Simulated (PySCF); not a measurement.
How methods differ on the ionisation energy of S

S [Ne] 3s2 3p4 (3P) → S⁺ [Ne] 3s2 3p3 (4S), as a difference of total energies. Calculation: PySCF 2.14, in jorge-DZP-DKH (7s4p1d, 24 functions); scalar relativity by spin-free X2C-1e. Correlated levels: valence: [Ne] frozen. The calculations carry no spin-orbit coupling.

```
           method  ionisation energy (eV)
              UHF                   9.161
             MN15                  10.277
    MP2 (valence)                   9.622
   CCSD (valence)                   9.633
CCSD(T) (valence)                   9.642
```

**Question.** Estimate what BP86 gives.

**Answer.** 10.559 eV, closest to MN15 among the rows shown.

**Question.** Estimate what SCS-MP2 (valence) gives.

**Answer.** 9.660 eV, closest to CCSD(T) (valence) among the rows shown.

Errors of the correlated levels include the incompleteness of this basis and the frozen core.

For comparison: 10.336 eV (measured; NIST levels, between the centres of gravity of the two terms).
